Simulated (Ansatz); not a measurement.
The input, for Ansatz 0.2.0:

```yaml
crystal:
  periodic: [false, false, false]
  atoms:
    - {symbol: Si, position_ang: [0.064362, 0.001474, 0.529995]}
    - {symbol: O, position_ang: [-0.126529, 0.009850, -1.115496]}
    - {symbol: H, position_ang: [1.448318, -0.022690, 0.783814]}
    - {symbol: H, position_ang: [-0.565024, 1.140104, 1.128918]}
    - {symbol: H, position_ang: [-0.668270, -1.314833, 1.026035]}
basis:
  gaussian: {orbitals: def2-SVP}
magnetization: {spin_polarized: false, initial_magnetization: 1}
hamiltonian: {xc: {name: B3LYP}, pseudopotentials: {relativity: scalar}}
correlation: {method: ccsd, electrons: outside_noble_gas}
scf: {lower_state_search: off}
```

```sh
$ ansatz run in.yaml --threads 1 --pin off --events-out ev --progress --plain --max-ram 2393MiB
```

Problem. Roughly how long does this take on 1 thread of Arm Neoverse V2, shared host, and how much host memory?

Solution. 2.4 s wall and 0.18 GiB.

```
these checks for a lower state are left out or cut short: stability, starts, cluster_reference, orbital_swaps, neighbouring_geometries, increment
449 factors; integrals over basis functions are off by at most 1.2e-3 eV
mean field evaluation 1: about -9977.0022 eV, gradient 5.1e1 eV
mean field evaluation 2: about -9977.0260 eV, gradient 5.1e1 eV
mean field evaluation 4: about -9983.5390 eV, gradient 1.4e1 eV
mean field evaluation 8: about -9984.1275 eV, gradient 2.6e-1 eV
mean field evaluation 16: about -9984.1313 eV, gradient 6.3e-2 eV
mean field -9984.13289336 eV, -366.9101163425 hartree, gradient 1.2e-6 eV, S^2 0.750000; 0 other end points of the search recorded, 0 dependent functions left out
6 core orbitals not correlated: weight in the atoms' cores, before any rotation towards them, 1.000 or more for the frozen orbitals, at most 0.000 for the correlated occupied ones
reference -9957.24257549 eV, -365.9219153877 hartree; 7, 6 occupied and 34, 35 virtual orbitals, 449 factors
second order -7.13143412 eV of doubles, -0.41005950 eV of singles
cycle   1  -7.80323928 eV  change   -2.6e-1 eV  update   7.7e-2
cycle   2  -8.04220638 eV  change   -2.4e-1 eV  update   2.9e-2
cycle   3  -8.12608705 eV  change   -8.4e-2 eV  update   8.6e-3
cycle   4  -8.12968503 eV  change   -3.6e-3 eV  update   2.7e-3
cycle   5  -8.13004792 eV  change   -3.6e-4 eV  update   1.1e-3
cycle   6  -8.13035259 eV  change   -3.0e-4 eV  update   5.1e-4
cycle   7  -8.13055463 eV  change   -2.0e-4 eV  update   2.3e-4
cycle   8  -8.13062842 eV  change   -7.4e-5 eV  update   1.4e-4
cycle   9  -8.13065931 eV  change   -3.1e-5 eV  update   1.0e-4
cycle  10  -8.13066507 eV  change   -5.8e-6 eV  update   8.7e-5
cycle  11  -8.13068333 eV  change   -1.8e-5 eV  update   8.3e-5
cycle  12  -8.13067841 eV  change    4.9e-6 eV  update   8.0e-5
cycle  13  -8.13068677 eV  change   -8.4e-6 eV  update   7.8e-5
cycle  14  -8.13066922 eV  change    1.8e-5 eV  update   7.5e-5
cycle  15  -8.13067873 eV  change   -9.5e-6 eV  update   7.3e-5
cycle  16  -8.13068333 eV  change   -4.6e-6 eV  update   7.0e-5
cycle  17  -8.13069050 eV  change   -7.2e-6 eV  update   6.3e-5
cycle  18  -8.13072060 eV  change   -3.0e-5 eV  update   4.7e-5
cycle  19  -8.13071135 eV  change    9.2e-6 eV  update   2.2e-5
cycle  20  -8.13071173 eV  change   -3.8e-7 eV  update   9.2e-6
Total energy: -9965.37328722 eV, -366.2207135327 hartree
Relativity: scalar
Checks for a lower state left out: stability, starts, cluster_reference, orbital_swaps, neighbouring_geometries, increment
```
